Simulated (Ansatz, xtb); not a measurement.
# Relative energy of two isomers of C3H6F

Structure X: `CC[CH]F`, a doublet. Structure Y: `C[C](C)F`, a doublet. Both are isolated molecules in the gas phase, relaxed with B3LYP/6-31G*; the shapes shown needn't be the lowest conformers.

X (Å):

```json
{"atom": "C", "x (Å)": "-1.2918", "y (Å)": "-0.3190", "z (Å)": "-0.7232"}
{"atom": "C", "x (Å)": "-0.7645", "y (Å)": "0.4935", "z (Å)": "0.4813"}
{"atom": "C", "x (Å)": "0.6914", "y (Å)": "0.3146", "z (Å)": "0.7272"}
{"atom": "F", "x (Å)": "1.0697", "y (Å)": "-0.9435", "z (Å)": "1.0652"}
{"atom": "H", "x (Å)": "-0.8082", "y (Å)": "-0.0032", "z (Å)": "-1.6544"}
{"atom": "H", "x (Å)": "-2.3738", "y (Å)": "-0.1883", "z (Å)": "-0.8385"}
{"atom": "H", "x (Å)": "-1.0874", "y (Å)": "-1.3848", "z (Å)": "-0.5799"}
{"atom": "H", "x (Å)": "-1.3201", "y (Å)": "0.1963", "z (Å)": "1.3822"}
{"atom": "H", "x (Å)": "-0.9564", "y (Å)": "1.5627", "z (Å)": "0.3277"}
{"atom": "H", "x (Å)": "1.4606", "y (Å)": "0.8404", "z (Å)": "0.1639"}
```

Y (Å):

```xyz
10

C    -0.8644   -0.1697   -1.2338
C    -0.0946    0.3716   -0.0798
C    -0.5445    0.2968    1.3378
F     1.2568    0.2356   -0.2232
H    -0.8244   -1.2730   -1.2804
H    -1.9181    0.1194   -1.1638
H    -0.4615    0.2083   -2.1805
H    -1.5962    0.5889    1.4243
H    -0.4471   -0.7229    1.7524
H     0.0549    0.9613    1.9708
```

Energies in hartree; the thermal terms are from B3LYP/6-31G* harmonic frequencies (ideal gas, rigid rotor, one conformer each, 298.15 K, 1 atm) and include the zero-point energy:

```
                              X           Y
E, CCSD(T)/def2-SVP  −216.967522  −216.976983
    E, MP2/def2-SVP  −216.905861  −216.915138
  E, MP2/def2-TZVPP  −217.316363  −217.325320
  zero-point energy     0.083123     0.082312
       H(298 K) − E     0.089241     0.088640
       G(298 K) − E     0.054805     0.053974
```

Correct the CCSD(T) difference for the basis set by the MP2 change, then work out ΔE, ΔE₀, ΔH and ΔG for X → Y in kJ/mol (1 Eh = 2625.50 kJ/mol) and the equilibrium ratio [Y]/[X].

1. Differences Y − X: CCSD(T) −0.009461, MP2 in the small set −0.009277, MP2 in the large set −0.008957 Eh.
2. ΔE = −0.009461 + (−0.008957 − (−0.009277)) = −0.009141 Eh = −24.00 kJ/mol.
3. ΔE₀ = ΔE + ΔZPE = −0.009141 + (−0.000811) Eh = −26.13 kJ/mol.
4. ΔH = ΔE + (−0.000601) Eh = −25.58 kJ/mol.
5. ΔG = ΔE + (−0.000831) Eh = −26.18 kJ/mol, so ΔS = (ΔH − ΔG)/T = +2.0 J/(mol K).
6. kT = 0.9442 mEh, so K = [Y]/[X] = exp(−ΔG/kT) = exp(+10.56) ≈ 3.9 × 10^4.

Structure Y is favoured at this temperature. An error of 4 kJ/mol in ΔG would change K by a factor of 5. Mirror images and further conformers aren't counted.

As drawn, both hold the same kinds of bond in the same numbers. Structure X has 1 methyl group, Y 2.

Other levels gave ΔE = −24.4 (GFN2-xTB); −22.2 (HF/STO-3G, GFN2-xTB geometries); −34.2 (r2SCAN-D4/def2-SVP, GFN2-xTB geometries); −30.2 (B3LYP/6-31G*); −24.9 (HF/def2-SVP); −24.4 (MP2/def2-SVP); −24.8 (CCSD(T)/def2-SVP) kJ/mol. Open shells are spin-unrestricted. The correlated steps freeze 4 core orbitals. Programs: Ansatz 0.2.0, xtb 6.7.1.
